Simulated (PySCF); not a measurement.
Give a GFN2-xTB geometry of `C/C=C\N(C)C`.

```xyz
17
C5H11N angstrom
C      2.251    0.445   -0.305
C      1.554   -0.646    0.442
C      0.245   -0.891    0.450
N     -0.735   -0.167   -0.235
C     -2.010   -0.837   -0.344
C     -0.884    1.235    0.095
H      3.201    0.075   -0.690
H      1.645    0.787   -1.140
H      2.474    1.296    0.342
H      2.191   -1.299    1.022
H     -0.116   -1.768    0.979
H     -2.625   -0.307   -1.072
H     -1.857   -1.855   -0.697
H     -2.557   -0.870    0.611
H     -1.520    1.378    0.982
H      0.084    1.680    0.295
H     -1.348    1.754   -0.746
```

Any rigid rotation of these coordinates is as good. Atoms count from 1 in this order. N4 (enamine nitrogen) is pyramidal (angles 117.6°, 114.6° and 112.0°, sum 344.2°, 0.33 Å off the plane of its three neighbours). The 3 C–N bonds span 1.397 Å (C3–N4, drawn single) to 1.448 Å (N4–C6, drawn single), a spread of 0.051 Å. The C–C distances run from 1.331 Å (C2=C3, drawn double) to 1.496 Å (C1–C2, drawn single), a spread of 0.165 Å. Of the pairs four or more bonds apart, C1···H16 is among the closest relative to their van der Waals radii: 2.57 Å, 88 % of the sum of Bondi's values.

Bonds between heavy atoms (Å): C1–C2 1.496, C2=C3 1.331, C3–N4 1.397, N4–C5 1.445, N4–C6 1.448.

Computed geometry: GFN2-xTB, gas phase.

Point group: C1 (no symmetry element, even within 0.4 Å). Not checked by GFN2-xTB frequencies.
